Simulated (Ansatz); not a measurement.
The input, for Ansatz 0.2.0:

```yaml
crystal:
  periodic: [false, false, false]
  atoms:
    - {symbol: Ge, position_ang: [0.000000, 0.000000, 1.958676]}
    - {symbol: Be, position_ang: [0.000000, 0.000000, -0.306700]}
    - {symbol: H, position_ang: [0.000000, 0.000000, -1.651976]}
basis:
  gaussian: {orbitals: aug-cc-pVDZ}
total_charge: 1
magnetization: {spin_polarized: false}
hamiltonian: {xc: {name: PBE}}
correlation: {method: ccsd, electrons: valence, diis_vectors: 4}
output: {forces: true}
```

```sh
$ ansatz run in.yaml --threads 1 --pin off --events-out ev --progress --plain --max-ram 2393MiB
```

Log:

```
703 factors; integrals over basis functions are off by at most 1.0e-3 eV
mean field evaluation 1: about -56913.9524 eV, gradient 1.4e1 eV
mean field evaluation 2: about -56913.9494 eV, gradient 1.4e1 eV
mean field evaluation 4: about -56914.8906 eV, gradient 5.1e0 eV
mean field evaluation 8: about -56915.0025 eV, gradient 2.5e-1 eV
mean field evaluation 16: about -56915.0028 eV, gradient 3.8e-6 eV
mean field evaluation 32: about -56911.6614 eV, gradient 1.7e0 eV
mean field evaluation 64: about -56902.6984 eV, gradient 2.4e1 eV
mean field -56915.00277481 eV, -2091.5877735997 hartree, gradient 2.3e-6 eV, S^2 0.000000; 6 other end points of the search recorded, 0 dependent functions left out; unrestricted orbitals would lower it
9 core orbitals not correlated: weight in the atoms' cores, before any rotation towards them, 1.000 or more for the frozen orbitals, at most 0.000 for the correlated occupied ones
reference -56877.55649637 eV, -2090.2116482490 hartree; 9, 9 occupied and 50, 50 virtual orbitals, 703 factors
second order -2.97081381 eV of doubles, -0.39775742 eV of singles
cycle   1  -3.75785695 eV  change   -4.0e-1 eV  update   7.1e-2
cycle   2  -4.01430143 eV  change   -2.6e-1 eV  update   3.0e-2
cycle   3  -4.04010921 eV  change   -2.6e-2 eV  update   1.3e-2
cycle   4  -4.04740737 eV  change   -7.3e-3 eV  update   6.9e-3
cycle   5  -4.04818038 eV  change   -7.7e-4 eV  update   2.6e-3
cycle   6  -4.04741251 eV  change    7.7e-4 eV  update   1.1e-3
cycle   7  -4.04804383 eV  change   -6.3e-4 eV  update   4.9e-4
cycle   8  -4.04813458 eV  change   -9.1e-5 eV  update   1.4e-4
cycle   9  -4.04829132 eV  change   -1.6e-4 eV  update   5.8e-5
cycle  10  -4.04831839 eV  change   -2.7e-5 eV  update   2.8e-5
cycle  11  -4.04832508 eV  change   -6.7e-6 eV  update   1.4e-5
cycle  12  -4.04832764 eV  change   -2.6e-6 eV  update   6.2e-6
cycle  13  -4.04832713 eV  change    5.0e-7 eV  update   3.8e-6
cycle  14  -4.04832904 eV  change   -1.9e-6 eV  update   2.4e-6
cycle  15  -4.04833067 eV  change   -1.6e-6 eV  update   1.1e-6
the calculation of the forces begins
Total energy: -56881.60482704 eV, -2090.3604216571 hartree
Atom 0 at     0.000000     0.000000     1.958676 Å, force     0.000000     0.000000     1.337501 eV/Å
Atom 1 at     0.000000     0.000000    -0.306700 Å, force    -0.000000    -0.000000    -1.720303 eV/Å
Atom 2 at     0.000000     0.000000    -1.651976 Å, force    -0.000000    -0.000000     0.382803 eV/Å
Dipole moment:    -0.000000    -0.000000    -0.091959 e Å
```

Forces (eV/Å):
```
Ge   0.000  0.000  1.338
Be   0.000  0.000 -1.720
H    0.000  0.000  0.383
```

Ran on 1 thread of Intel Xeon, shared host: 24 s wall, 0.19 GiB peak host memory.
